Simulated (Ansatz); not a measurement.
Working through a single point in a Gaussian basis of C₅H₅F, SMILES CC(F)=C1C=C1

With the Python package of Ansatz (0.2.0).

Run as a notebook:

In [1]:
```python
import json
import warnings

import ansatz as az

BASIS = "6-31G*"
```

In [2]:
```python
warnings.simplefilter("ignore", az.DeckWarning)

mol = (
    az.Crystal.molecule()
    .atom("C", (-1.7169, 0.3242, 0.1904))
    .atom("C", (-0.5648, -0.6136, 0.0684))
    .atom("F", (-0.8233, -1.941, 0.1082))
    .atom("C", (0.6829, -0.2272, -0.0749))
    .atom("C", (2.0213, -0.523, -0.223))
    .atom("C", (1.6512, 0.747, -0.1917))
    .atom("H", (-1.406, 1.3729, 0.147))
    .atom("H", (-2.4295, 0.1459, -0.6206))
    .atom("H", (-2.2314, 0.16, 1.1421))
    .atom("H", (2.8322, -1.1917, -0.3087))
    .atom("H", (1.9843, 1.7465, -0.2372))
)

base = (
    mol.calculation()
    .basis(gaussian=BASIS)  # the orbital basis, by name
    .functional(az.LibraryFunctional("B2GP-PLYP"))
)
done = base.run()
report = done.report
```

In [3]:
```python
report["published_state_doubts"]
```
Out [3]:
```text
[]
```

In [4]:
```python
print("reference energy %16.6f eV" % report["reference_energy_ev"])
print("total energy     %16.6f eV" % report["free_energy_ev"])
print("occupied orbitals outside the frozen core (up, down):", report["n_occupied"], " frozen:", report["n_frozen"], " virtual:", report["n_virtual"])
```
```text
reference energy     -7959.996543 eV
total energy         -7969.025119 eV
occupied orbitals outside the frozen core (up, down): [16, 16]  frozen: 6  virtual: [78, 78]
```

In [5]:
```python
field = report["mean_field"]
print("<S^2> =", round(abs(field["state"]["spin_squared"]), 4), " all-electron relativity setting:", field["relativity"])
print("passes:", field["passes"])
if "symmetry" in field:
    print("occupied orbitals by irrep:", field["symmetry"]["occupied"])
with open("c5h5f.json", "w") as handle:
    json.dump({k: report[k] for k in ("free_energy_ev", "reference_energy_ev", "n_occupied", "n_virtual")}, handle, indent=1)
```
```text
<S^2> = 0.0  all-electron relativity setting: none
passes: {'evaluations': 17, 'products': 26}
occupied orbitals by irrep: [{'A': 22}, {'A': 22}]
```

It writes `c5h5f.json`:
```json
{
 "free_energy_ev": -7969.025119176578,
 "reference_energy_ev": -7959.996543175919,
 "n_occupied": [
  16,
  16
 ],
 "n_virtual": [
  78,
  78
 ]
}
```

Notes:
- Total energies depend on the basis set; only differences at equal settings carry meaning.
- The geometry is a force-field or estimated start, not a minimum of this method, and the basis set is short of its limit.
- For a double hybrid the total adds scaled second-order correlation to the self-consistent reference.
- Run time: 4.9 s on 1 thread of Arm Neoverse V2 (shared host), peak memory 0.24 GiB.
